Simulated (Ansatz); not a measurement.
System: NaCl, charge 1, multiplicity 2. SMILES of the parent species: [Na][Cl]
Coordinates optimised at B3LYP-D3(BJ)/def2-TZVP (Ansatz, a quantum-chemistry and plane-wave program):
```xyz
2

Na     0.0000     0.0000    -1.7076
Cl     0.0000     0.0000     1.1049
```
Charge +1, spin multiplicity 2.

Parts of the frozen-core correlation energy in def2-SVP (Ansatz, hartree). Frozen orbitals: 10; correlated occupied orbitals by spin: 4 and 3; virtual: 19 and 20. UHF or UKS for open shells. No spin-orbit coupling. Non-relativistic.

```
term                            value
-------------------------  ----------
reference (HF)             -620.94555
MP2 opposite-spin            -0.08332
MP2 same-spin                -0.02750
CCSD correlation             -0.12769
(T)                          -0.00124
CCSDT minus CCSD(T)          -0.00022
CCSDT(Q) minus CCSD(T)       -0.00035
T1 diagnostic                   0.006
largest doubles amplitude       0.047
<S^2> of the reference          0.756
```
